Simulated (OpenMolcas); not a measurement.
**C2H5Si (SMILES [H]/[C]=C/[SiH3]): name the method**

The species is C2H5Si (8 atoms), meant as a doublet with charge 0. As SMILES, `[H]/[C]=C/[SiH3]`. Geometry: relaxed at GFN2-xTB.

```xyz
8

C    -0.9103    0.2958   -1.4333
C    -0.2576    0.7145   -0.4196
Si    0.5376   -0.4957    0.8516
H    -1.4638    0.0636   -2.2957
H    -0.0965    1.7694   -0.1823
H     1.2332    0.2993    1.8656
H     1.4830   -1.3593    0.1461
H    -0.5256   -1.2876    1.4675
```

A calculation with OpenMolcas 26.06 gave:

```yaml
total_energy: -365.5019 Eh
dipole_moment: 0.57 D
HOMO_energy: -8.68 eV
LUMO_energy: 3.95 eV
⟨S²⟩: 0.950
largest_force: 2.741 eV/Å
```

**Question.** Which of these levels gave the numbers?
A. HF/3-21G
B. HF/def2-SVP
C. PBE/STO-3G
D. B3LYP/6-31G* (spherical functions)

**Answer.** A. The others give -367.3272 Eh (HF/def2-SVP), -368.5868 Eh (B3LYP/6-31G* (spherical functions)), -363.9924 Eh (PBE/STO-3G).
